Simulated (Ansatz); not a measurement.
A made-up structure of CHNaSi, singlet:

```xyz
4
angstrom
C -0.2405 0.2541 -0.1961
Si -0.6667 -1.4243 -0.5744
Na 1.0049 -0.1947 0.8326
H -0.0978 1.3649 -0.0620
```

It is relaxed with PBE-D4/def2-SVP and then PBE0-D4/def2-TZVP (Ansatz 0.2.0). Atoms count as bonded within 1.22 times the sum of their covalent radii (H–H: 0.88 Å). The end point is not checked to be a true minimum.

Problem. Does its bonding change? (Judge from chemistry; the calculation decides.)

Solution. The calculation gives: Yes. Formed: none; broken: Na3–H4.

Where it ends: The first stage lowers the energy by 2.60 eV in 8 steps. It ends as CHNaSi ([CH]1[Na][Si]1):
```json
{"atom": "C1", "x (Å)": "-0.3639", "y (Å)": "0.3019", "z (Å)": "-0.2980"}
{"atom": "Si2", "x (Å)": "-0.6760", "y (Å)": "-1.2930", "z (Å)": "-0.5803"}
{"atom": "Na3", "x (Å)": "1.3869", "y (Å)": "-0.3936", "z (Å)": "1.1472"}
{"atom": "H4", "x (Å)": "-0.3470", "y (Å)": "1.3847", "z (Å)": "-0.2689"}
```

Labels in which every atom is bracketed show which atoms are joined, not bond orders.

For scale, one of the runs: PBE0-D4/def2-TZVP relaxation, 106 basis functions, launched by `ansatz run in.yaml --threads 2 --pin off --events-out ev --progress --plain --max-ram 4352MiB`. Hardware: 2 CPU threads of an Arm Neoverse N1, shared host. Wall time about 16 s.
